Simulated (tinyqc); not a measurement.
A ladder of methods, and size consistency: correlation methods against full CI in the sto-3g basis, for LiH, spin multiplicity 1. Computed by the program tinyqc with PySCF. All electrons correlated; +Q is the Davidson correction (1 - c0^2) E_corr. The last columns treat two copies 100 angstrom apart as one system. FCI is the lowest singlet.

Geometry (angstrom):

| atom | x | y | z |
|---|---|---|---|
| Li | 0.0000 | 0.0000 | 0.0000 |
| H | 0.0000 | 0.0000 | 1.7060 |

RHF energy of one = -7.856778 hartree

Correlation energies (hartree):

| method | E_corr of one | share of FCI (%) | E_corr of two at 100 angstrom | two minus twice one (mhartree) |
|---|---|---|---|---|
| MP2 | -0.01384 | 61.773 | -0.02769 | -2.83e-05 |
| CISD | -0.02240 | 99.932 | -0.04354 | 1.253 |
| CISD+Q | -0.02307 | 102.961 | -0.04586 | 0.287 |
| CCSD | -0.02240 | 99.946 | -0.04480 | -6.36e-05 |
| CCSD(T) | -0.02241 | 99.989 | -0.04482 | -6.35e-05 |
| FCI | -0.02241 | 100.000 | - | - |

What does the comparison show, and why?

MP2 recovers 62 %, CISD 99.9 % and CCSD 99.9 % of the FCI value (c0^2 = 0.970 in CISD). MP2 and coupled cluster are size consistent, so their last column vanishes but for a trace of long-range electrostatics; CISD loses 1.25 mhartree, since a double excitation on each copy is a quadruple of the pair, and the Davidson correction leaves +0.29.
